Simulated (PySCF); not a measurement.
## One reaction down a group: B, Ga, In

The same gas-phase reaction for B, Ga, In:
- 2 BF + CF4 → 2 BF3 + C
- 2 GaF + CF4 → 2 GaF3 + C
- 2 InF + CF4 → 2 InF3 + C

Method: PySCF energies plus ideal-gas RRHO corrections (1 bar). † marks an energy on the PBE0/def2-TZVP geometry and frequencies; other levels use their own. Open shells (unrestricted): C (multiplicity 3, electronic degeneracy 9); the rest are closed-shell singlets. Spin-orbit splitting is ignored; it lowers the true energy and changes the entropy of C. In: scalar-relativistic def2 core potential, no spin-orbit coupling. Ga: all electrons, no relativistic terms. The harmonic model lacks anharmonicity and excited electronic states, which grow with temperature; levels with a mode under 35 cm⁻¹ are left out.

ΔH°(298 K) in kJ, by level:

| level | B | Ga | In |
|---|---|---|---|
| ωB97M-V/def2-TZVP† | -376.3 | 388.9 | 634.8 |
| PBE0/def2-TZVP | -393.4 | 402.5 | 678.3 |
| LDA/def2-TZVP† | -316.3 | 539.9 | 825.2 |
| M06-2X/def2-TZVP† | -418.3 | 332.0 | 627.0 |
| PBE/def2-TZVP† | -356.6 | 440.6 | 694.9 |

At ωB97M-V/def2-TZVP†, ΔH° rises from B to In, over a range of 1011.1 kJ; the steps are +765.2, +245.9 kJ. 5 of the 5 levels shown give the same order. The levels scatter most for Ga (207.9 kJ between the highest and the lowest) and least for B (102.0 kJ). ΔS°(298 K) runs from 5.2 to 44.1 J/K, so TΔS° at 298 K spreads over 11.6 kJ among the members, against 1011.1 kJ for ΔH°.

Free energies at ωB97M-V/def2-TZVP†:

| member | ΔS°(298 K), J/K | ΔG°(298 K), kJ | ΔG°(2000 K), kJ | ΔG° changes sign |
|---|---|---|---|---|
| B | 5.2 | -378 | -393 | none from 298 to 2500 K |
| Ga | 26.3 | 381 | 301 | none from 298 to 2500 K |
| In | 44.1 | 622 | 506 | none from 298 to 2500 K |

The NASA 1993 table, where it holds all species, gives ΔH°(298 K) = -390 kJ for B; its entries are part measured, part old estimates, and weren't checked at source.
